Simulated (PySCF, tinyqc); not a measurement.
Inside a calculation. Method: MP2 on RHF in the sto-3g basis, frozen core, for HF, spin multiplicity 1. The lowest restricted solution is unstable here: a spin-polarised one lies 0.0054 hartree lower (PySCF). One step of it, computed by the program tinyqc.

Task: Integrals over molecular orbitals. (pq|rs) = sum C_ip C_jq C_kr C_ls (ij|kl), one index at a time.

coefficients C, order 1F 1s, 1F 2s, 1F 2px, 1F 2py, 1F 2pz, 2H 1s:
```
[[0.994998, -0.259000, 0.047475, 0.000000, 0.000000, 0.049976],
 [0.020482, 1.000713, -0.241674, 0.000000, 0.000000, -0.272523],
 [0.000000, 0.000000, 0.000000, 0.002604, 0.999997, 0.000000],
 [0.000000, 0.000000, 0.000000, 0.999997, -0.002604, 0.000000],
 [0.001157, 0.020869, 0.685232, 0.000000, 0.000000, -0.764455],
 [-0.002834, 0.092745, 0.603707, 0.000000, 0.000000, 0.867215]]
```

core Hamiltonian H = T + V (hartree), order 1F 1s, 1F 2s, 1F 2px, 1F 2py, 1F 2pz, 2H 1s:
```
[[-40.439719, -9.488364, 0.000000, 0.000000, -0.007776, -0.848469],
 [-9.488364, -10.917764, 0.000000, 0.000000, -0.096965, -2.077836],
 [0.000000, 0.000000, -8.599016, 0.000000, 0.000000, 0.000000],
 [0.000000, 0.000000, 0.000000, -8.599016, 0.000000, 0.000000],
 [-0.007776, -0.096965, 0.000000, 0.000000, -8.647753, -1.507791],
 [-0.848469, -2.077836, 0.000000, 0.000000, -1.507791, -4.160660]]
```

Two-electron integrals (ij|kl) in chemists' order, unique and non-zero (hartree):
```
(11|11) 5.403501   (21|11) 0.841920   (21|21) 0.156299   (22|11) 1.268028
(22|21) 0.292344   (22|22) 0.926167   (31|31) 0.027998   (32|31) 0.043169
(32|32) 0.204588   (33|11) 1.264502   (33|21) 0.292403   (33|22) 0.925959
(33|33) 0.997514   (41|41) 0.027998   (42|41) 0.043169   (42|42) 0.204588
(43|43) 0.053770   (44|11) 1.264502   (44|21) 0.292403   (44|22) 0.925959
(44|33) 0.889973   (44|44) 0.997514   (51|51) 0.027998   (52|51) 0.043169
(52|52) 0.204588   (53|53) 0.053770   (54|54) 0.053770   (55|11) 1.264502
(55|21) 0.292403   (55|22) 0.925959   (55|33) 0.889973   (55|44) 0.889973
(55|55) 0.997514   (61|11) 0.075487   (61|21) 0.013908   (61|22) 0.025891
(61|33) 0.025853   (61|44) 0.025853   (61|51) 0.000544   (61|52) 0.001031
(61|55) 0.025971   (61|61) 0.001249   (62|11) 0.212612   (62|21) 0.049769
(62|22) 0.178599   (62|33) 0.175909   (62|44) 0.175909   (62|51) 0.003352
(62|52) 0.027471   (62|55) 0.183800   (62|61) 0.004497   (62|62) 0.044311
(63|31) 0.004946   (63|32) 0.030322   (63|53) 0.005611   (63|63) 0.006258
(64|41) 0.004946   (64|42) 0.030322   (64|54) 0.005611   (64|64) 0.006258
(65|11) 0.153670   (65|21) 0.036405   (65|22) 0.139976   (65|33) 0.134234
(65|44) 0.134234   (65|51) 0.007065   (65|52) 0.050415   (65|55) 0.151299
(65|61) 0.003408   (65|62) 0.042770   (65|65) 0.047321   (66|11) 0.410327
(66|21) 0.097576   (66|22) 0.404947   (66|33) 0.392970   (66|44) 0.392970
(66|51) 0.007240   (66|52) 0.085188   (66|55) 0.428577   (66|61) 0.008845
(66|62) 0.136247   (66|65) 0.153894   (66|66) 0.774606
```

Give: one-electron integrals over orbitals h = C^T H C; Two-electron integrals over orbitals.

Result:

one-electron integrals over orbitals h = C^T H C (hartree):
```
[[-40.4225, 0.7239, -0.1250, 0.0000, 0.0000, -0.1368],
 [0.7239, -9.1219, 0.4771, 0.0000, 0.0000, 0.7487],
 [-0.1250, 0.4771, -6.7462, 0.0000, 0.0000, 2.2909],
 [0.0000, 0.0000, 0.0000, -8.5990, 0.0000, 0.0000],
 [0.0000, 0.0000, 0.0000, 0.0000, -8.5990, 0.0000],
 [-0.1368, 0.7487, 2.2909, 0.0000, 0.0000, -5.9682]]
```

Two-electron integrals over orbitals (pq|rs), unique and non-zero (hartree); the lowest 1 orbital is frozen and left out:
```
(22|22) 0.8744    (32|22) -0.0456   (32|32) 0.1327    (33|22) 0.6863
(33|32) -0.0127   (33|33) 0.6701    (42|42) 0.1899    (43|42) -0.0266
(43|43) 0.0346    (44|22) 0.8962    (44|32) -0.0639   (44|33) 0.6725
(44|44) 0.9975    (52|52) 0.1899    (53|52) -0.0266   (53|53) 0.0346
(54|54) 0.0538    (55|22) 0.8962    (55|32) -0.0639   (55|33) 0.6725
(55|44) 0.8900    (55|55) 0.9975    (62|22) -0.0814   (62|32) -0.0785
(62|33) -0.0215   (62|44) -0.0808   (62|55) -0.0808   (62|62) 0.0914
(63|22) -0.2422   (63|32) 0.0779    (63|33) -0.0915   (63|44) -0.2499
(63|55) -0.2499   (63|62) 0.0347    (63|63) 0.2359    (64|42) -0.0271
(64|43) -0.0227   (64|64) 0.0289    (65|52) -0.0271   (65|53) -0.0227
(65|65) 0.0289    (66|22) 0.6357    (66|32) 0.0438    (66|33) 0.6449
(66|44) 0.6207    (66|55) 0.6207    (66|62) -0.0521   (66|63) -0.0269
(66|66) 0.6703
```
